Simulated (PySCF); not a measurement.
Calculated properties of `FC(Cl)(Cl)Cl` (CFCl3)

Species: CFCl3.
Bonds: F1–C2, C2–Cl3, C2–Cl4, C2–Cl5.

Among its groups: C–F bond and C–Cl bond.

**GFN2-xTB geometry**

| Property | Result |
| --- | --- |
| Point group of the GFN2-xTB geometry | C3v |
| Rotational constants A, B, C of the GFN2-xTB geometry | 2.444, 2.444, 1.709 GHz |

**B3LYP/def2-TZVP ground state and GIAO shieldings, non-relativistic (PySCF)**

| Property | Result |
| --- | --- |
| Dipole moment | 0.39 D |
| HOMO energy | -8.85 eV |
| LUMO energy | -1.55 eV |
| HOMO–LUMO gap | 7.30 eV |
| 13C chemical shifts (computed TMS as zero) by class | 155.3 (C2) ppm |
| Isotropic shieldings of nuclei other than C and H, by class | 168 (F1), 341 (Cl3/Cl4/Cl5) ppm |

Monoisotopic mass from the formula: 135.9050 u.

In atomic units the dipole is 0.15 e·bohr (1 au = 2.5417 D). With B = h/(8π²I), that is 505.379 GHz u Å² over I, the principal moments of inertia are 206.7, 206.8 and 295.7 u Å² (most abundant isotopes). Point group C3v permits a dipole; with 0.39 D the species has a pure rotational spectrum. The rotational constants are those of an oblate symmetric top.

Geometry: GFN2-xTB; no solvent, vibrations or thermal averaging. The shieldings hold no spin–orbit term; for a carbon that bears several chlorines this term is known to matter.
